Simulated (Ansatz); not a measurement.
A calculation with Ansatz (development build ahead of 0.2.0).

```yaml
crystal:
  periodic: [false, false, false]
  atoms:
    - { symbol: Al, position_ang: [0.0, 0.0, 0.0] }
    - { symbol: Al, position_ang: [0.0, 0.0, 2.701] }
basis:
  gaussian: { orbitals: def2-SVP }
magnetization:
  initial_magnetization: 2
hamiltonian:
  xc: hf
correlation:
  method: mp2
  frozen_orbitals: { Al: 5 }
scf:
  omitted_lower_state_checks: [starts, atomic_configurations, cluster_reference, orbital_swaps, given_window_search, neighbouring_geometries, increment]
```

The input is written out in the form of the current development build from the run's settings. Correlation on restricted open-shell orbitals is semicanonical, with singles.

The run gave:

| Item | Value |
| --- | --- |
| Converged | yes |
| Reference energy | -483.60134 hartree |
| Correlation energy | -0.08044 hartree |
| Total energy | -483.68178 hartree |
| Spin squared of the determinant | 2.000 |
| Stability test | minimum among restricted orbitals |

Messages of the program:
```
mean field -13159.46280578 eV, -483.6013383082 hartree, gradient 2.9e-6 eV, S^2 2.000000; 1 other ends of a descent, 0 dependent functions left out
```

Caution: a plain start can end on a higher determinant.
